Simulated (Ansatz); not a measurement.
System: rock-salt SnTe (cubic form, which distorts at low temperature). Method: r²SCANh (plane waves, PAW; Ansatz, a first-principles code).

Run with plane-wave cutoff 520 eV, 8×8×8 k mesh, Fermi–Dirac smearing 0.01 eV, scalar-relativistic PAW data made under PBE.

Properties against volume:

```tsv
V (Å³/atom)	P (GPa)	direct gap at Γ (eV)	smallest gap on the k mesh (eV)
30.580	2.69	6.637	0.200
31.236	1.54	6.526	0.275
32.190	0.07	6.367	0.378
32.994	-1.00	6.237	0.458
33.799	-1.93	6.111	0.533
```

The fundamental gap (0.38 eV at the equilibrium volume, on the SCF mesh) lies elsewhere than Γ–Γ.

Measured, for comparison: band gap 0.3 eV (4 K, zero-point motion not removed, bulk gap, ARPES or transport; rounded; as tabulated in Ando (2013), arXiv:1304.5693).

Note: symmetry holds this phase in the static calculation, where it need not be a minimum.

Spin–orbit coupling is not included; with these elements it can move the gap by several tenths of an eV or more.
